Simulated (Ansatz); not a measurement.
**One shape, several levels: PH2 (SMILES [PH2])**

Aim: a comparison of 6 runs (U-r2SCAN0/3-21G, U-r2SCAN0/6-31G*, UHSE06/6-31G*, UCCSDT(Q)/3-21G, UCCSDT/3-21G, UCCSDT/6-31G*) of PH2. 

The calculation is run with Ansatz 0.2.0.

46 further runs of the same task are left out: 46 set aside as unsound or not needed.

## 1. The structure to begin with

PH2: 3 atoms, total charge 0, spin state doublet. As SMILES, `[PH2]`. The H3–P1 distance was set to 3.480 Å, away from the relaxed value. At this shape a bond of the SMILES string is far longer than usual.

Bond lengths: P1–H2 1.392 Å.

## 2. A single-point energy at U-r2SCAN0/3-21G (run 1)

input.yaml

```yaml
crystal:
  periodic: [false, false, false]
  atoms:
    - symbol: P
      position_ang: [2.225154, 0.330058, 1.269355]
    - symbol: H
      position_ang: [1.822194, 1.660168, 1.189095]
    - symbol: H
      position_ang: [-0.625980, -0.724620, -0.425100]
basis:
  gaussian: {orbitals: 3-21G.json}
magnetization: {spin_polarized: true, initial_magnetization: 1}
hamiltonian: {xc: {name: r2SCAN0}}
accuracy: high
```

The basis set 3-21G is read from a file made from the Basis Set Exchange's data (not shown).

The run is started by

```
$ ansatz run input.yaml --threads 1 --pin off --max-ram 2610MiB --events-out events.jsonl --progress --plain --runs-dir runs
```

Standard output:

```text
Warning: RAYON_NUM_THREADS=1 ignored (pool sized by the plan → 1); use --threads N
Functional definition: r2SCAN0
  name "r2SCAN0"
  parameter a = 0.25
  parameter k0 = 0.174
  parameter k1 = 0.065
  parameter a1 = 4.9479
  exchange = (1 - a)*r2scan_x(k0 = k0, k1 = k1, a1 = a1) + a*exact_x
  correlation = r2scan_c
311 factors; integrals over basis functions are off by at most 3.7e-9 eV
mean field evaluation 1: about -9265.8086 eV, gradient 4.0e0 eV
mean field evaluation 2: about -9262.7962 eV, gradient 1.4e1 eV
mean field evaluation 4: about -9266.5577 eV, gradient 3.1e0 eV
mean field evaluation 8: about -9266.5486 eV, gradient 3.1e0 eV
mean field evaluation 16: about -9267.9322 eV, gradient 1.2e-8 eV
mean field evaluation 32: about -9267.9322 eV, gradient 1.9e-7 eV
mean field -9267.93221578 eV, -340.5902268998 hartree, gradient 8.6e-8 eV, S^2 1.725031; 6 other end points of the search recorded, 0 dependent functions left out
reference -9267.93221660 eV, -340.5902269301 hartree; 9, 8 occupied and 8, 9 virtual orbitals, 311 factors
Total energy: -9267.93221660 eV, -340.5902269301 hartree
```

It took 9 s on 1 thread of Arm Neoverse V1, shared host; peak memory 0.15 GiB.

## 3. A single-point energy at U-r2SCAN0/6-31G(d) (spherical functions) (run 2)

in.yaml

```yaml
crystal:
  periodic: [false, false, false]
  atoms:
    - symbol: P
      position_ang: [2.225154, 0.330058, 1.269355]
    - symbol: H
      position_ang: [1.822194, 1.660168, 1.189095]
    - symbol: H
      position_ang: [-0.625980, -0.724620, -0.425100]
basis:
  gaussian:
    orbitals: 6-31G_st_-spherical.json
magnetization:
  spin_polarized: true
  initial_magnetization: 1
hamiltonian:
  xc: {name: r2SCAN0}
accuracy: high
```

The basis set 6-31G* is read from a file made from the Basis Set Exchange's data (not shown).

The run is started by

```
$ ansatz run in.yaml --threads 1 --pin off --max-ram 2610MiB --events-out events.jsonl --progress --plain --runs-dir runs
```

Standard output:

```text
Warning: RAYON_NUM_THREADS=1 ignored (pool sized by the plan → 1); use --threads N
Functional definition: r2SCAN0
  name "r2SCAN0"
  parameter a = 0.25
  parameter k0 = 0.174
  parameter k1 = 0.065
  parameter a1 = 4.9479
  exchange = (1 - a)*r2scan_x(k0 = k0, k1 = k1, a1 = a1) + a*exact_x
  correlation = r2scan_c
367 factors; integrals over basis functions are off by at most 4.8e-9 eV
mean field evaluation 1: about -9313.1460 eV, gradient 4.2e0 eV
mean field evaluation 2: about -9311.0032 eV, gradient 1.2e1 eV
mean field evaluation 4: about -9314.1537 eV, gradient 3.4e0 eV
mean field evaluation 8: about -9314.1560 eV, gradient 3.4e0 eV
mean field evaluation 16: about -9315.2146 eV, gradient 2.3e-8 eV
mean field evaluation 32: about -9315.2146 eV, gradient 9.0e-6 eV
mean field evaluation 64: about -9314.8434 eV, gradient 9.2e-2 eV
mean field -9315.21457834 eV, -342.3278216749 hartree, gradient 2.5e-8 eV, S^2 1.728486; 6 other end points of the search recorded, 0 dependent functions left out
reference -9315.21457953 eV, -342.3278217185 hartree; 9, 8 occupied and 13, 14 virtual orbitals, 367 factors
Total energy: -9315.21457953 eV, -342.3278217185 hartree
```

Wall time 12 s (1 thread of Arm Neoverse V1, shared host); peak memory 0.16 GiB.

## 4. A single-point energy at UHSE06/6-31G(d) (spherical functions) (run 3)

run.yaml

```yaml
crystal:
  periodic: [false, false, false]
  atoms:
    - symbol: P
      position_ang: [2.225154, 0.330058, 1.269355]
    - symbol: H
      position_ang: [1.822194, 1.660168, 1.189095]
    - symbol: H
      position_ang: [-0.625980, -0.724620, -0.425100]
basis:
  gaussian:
    orbitals: 6-31G_st_-spherical.json
magnetization:
  spin_polarized: true
  initial_magnetization: 1
hamiltonian:
  xc: hse06
accuracy: high
```

The basis set 6-31G* is read from a file made from the Basis Set Exchange's data (not shown).

The run is started by

```
$ ansatz run run.yaml --threads 1 --pin off --max-ram 2610MiB --events-out events.jsonl --progress --plain --runs-dir runs
```

Standard output:

```text
Warning: RAYON_NUM_THREADS=1 ignored (pool sized by the plan → 1); use --threads N
Functional definition: HSE06
  name "HSE06"
  parameter a = 0.25
  parameter omega = 0.11/bohr
  exchange = pbe_x - a*pbe_x_sr(omega) + a*exact_x_sr(omega)
  correlation = pbe_c
367 factors; integrals over basis functions are off by at most 4.8e-9 eV
60 factors; integrals over basis functions are off by at most 1.1e-9 eV
mean field evaluation 1: about -9310.2945 eV, gradient 5.2e0 eV
mean field evaluation 2: about -9305.2850 eV, gradient 1.6e1 eV
mean field evaluation 4: about -9310.3095 eV, gradient 7.3e0 eV
mean field evaluation 8: about -9312.2026 eV, gradient 2.1e-1 eV
mean field evaluation 16: about -9312.2069 eV, gradient 1.7e-4 eV
mean field evaluation 32: about -9312.2069 eV, gradient 1.2e-3 eV
mean field evaluation 64: about -9311.8048 eV, gradient 2.8e-2 eV
mean field -9312.20688672 eV, -342.2172910463 hartree, gradient 7.3e-8 eV, S^2 1.731304; 6 other end points of the search recorded, 0 dependent functions left out
reference -9312.20688942 eV, -342.2172911456 hartree; 9, 8 occupied and 13, 14 virtual orbitals, 367 factors
Total energy: -9312.20688942 eV, -342.2172911456 hartree
```

It took 5.4 s on 1 thread of Arm Neoverse V1, shared host; peak memory 0.1 GiB.

Runs 4 to 5 aren't shown in full; the table further down has their settings and results.

## 5. The energy at UCCSDT/6-31G(d) (spherical functions) (run 6)

input.yaml

```yaml
crystal:
  periodic: [false, false, false]
  atoms:
    - {symbol: P, position_ang: [2.225154, 0.330058, 1.269355]}
    - {symbol: H, position_ang: [1.822194, 1.660168, 1.189095]}
    - {symbol: H, position_ang: [-0.625980, -0.724620, -0.425100]}
basis:
  gaussian: {orbitals: 6-31G_st_-spherical.json}
magnetization: {spin_polarized: true, initial_magnetization: 1}
correlation: {method: ccsdt, frozen_orbitals: {H: 0, P: 5}}
accuracy: high
scf: {omitted_lower_state_checks: [cluster_reference, increment]}
```

The basis set 6-31G* is read from a file made from the Basis Set Exchange's data (not shown).

The run is started by

```
$ ansatz run input.yaml --threads 1 --pin off --max-ram 2610MiB --events-out events.jsonl --progress --plain --runs-dir runs
```

Standard output:

```text
Warning: RAYON_NUM_THREADS=1 ignored (pool sized by the plan → 1); use --threads N
[... 17 lines left out ...]
5 core orbitals not correlated: weight in the atoms' cores, before any rotation towards them, 1.000 or more for the frozen orbitals, at most 0.000 for the correlated occupied ones
[... 77 lines left out ...]
Total energy: -9302.28874550 eV, -341.8528060794 hartree
Checks for a lower state left out: cluster_reference, increment
```

Run time: 2.3 s. Hardware: 1 thread of Arm Neoverse V1, shared host.

## 6. All runs side by side

| run | level | frozen core orbitals | energy (Eh) | ⟨S²⟩ | wall time |
| --- | --- | --- | --- | --- | --- |
| 1 | U-r2SCAN0/3-21G | – | -340.590227 | 1.725 | 9 s |
| 2 | U-r2SCAN0/6-31G* (spherical functions) | – | -342.327822 | 1.728 | 12 s |
| 3 | UHSE06/6-31G* (spherical functions) | – | -342.217291 | 1.731 | 5.4 s |
| 4 | UCCSDT(Q)/3-21G | 5 | -340.091986 | 1.749 | 1.9 s |
| 5 | UCCSDT/3-21G | 5 | -340.091920 | 1.749 | 1.3 s |
| 6 | UCCSDT/6-31G* (spherical functions) | 5 | -341.852806 | 1.758 | 2.3 s |

## 7. Results

| quantity | value |
| --- | --- |
| run 6: total energy | -341.85281 Eh |
| run 6: correlation energy (5 core orbitals frozen) | -90.6 mEh |
| run 6: ⟨S²⟩ of the reference determinant | 1.758 |
| run 6: T1 diagnostic | 0.021 |

What this shows: Totals of different functionals can't be ranked against each other. Spin contamination of the reference: run 6 ⟨S²⟩ = 1.76, run 4 ⟨S²⟩ = 1.75, run 5 ⟨S²⟩ = 1.75, run 3 ⟨S²⟩ = 1.73, run 2 ⟨S²⟩ = 1.73, run 1 ⟨S²⟩ = 1.73. Where it is this large, the reference is a mixture of spin states, and values that rest on it are in doubt. All runs together took 32 s, the longest 12 s.
